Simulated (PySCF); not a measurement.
An unknown is described by computed data only.

Elements present: C, H, N, O and S. Monoisotopic mass: 76.9935 u.

| Item | Value |
| --- | --- |
| Rotational structure | rotational constants A, B, C: 16.258, 5.002, 3.918 GHz [GFN2-xTB] |
| NMR, other nuclei | isotropic shieldings of nuclei other than C and H, by class: -148 (1 N), -228 (1 O), -170 (1 S) ppm [GIAO PBE0/pcSseg-1] |
| 1H NMR | chemical shifts (computed TMS as zero) by class: 4.19 (3 H) ppm [GIAO PBE0/pcSseg-1] |
| 13C NMR | chemical shifts (computed TMS as zero) by class: 39.3 (1 C) ppm [GIAO PBE0/pcSseg-1] |
| Dipole | 1.48 D [PBE0/pcSseg-1] |

Electronic properties: PySCF, gas phase, density fitting. Levels stand in brackets. Geometry: GFN2-xTB; no solvent, vibrations or thermal averaging. GFN2-xTB frequencies show an imaginary mode (138i cm⁻¹), so this geometry is no minimum at that level. NMR values are class means; diastereotopic atoms form classes of their own.

Question: Which formula fits the mass and the elements?

Answer: CH3NOS (calculated 76.9935). No other formula that holds each of these elements comes within 0.0003 u with a fitting electron parity and a possible valence count.

Question: Propose a structure and show how it fits.

Answer: Numbering: `[CH3:1][N:2]=[S:3]=[O:4]`. The one carbon: N-methyl carbon [C1] (39.3 ppm). All hydrogens form one class (4.19 ppm): methyl hydrogen. The other shieldings belong to: -148 ppm, nitrogen bonded to C and S [N2]; -228 ppm, oxygen bonded to S [O4]; -170 ppm, sulfur bonded to N and O [S3]. The optimised geometry has point group Cs and is an asymmetric top. Structure: N-methylsulfinylamine (`CN=S=O`). The assignments are read from this structure; whether some other isomer fits the data as well wasn't checked.
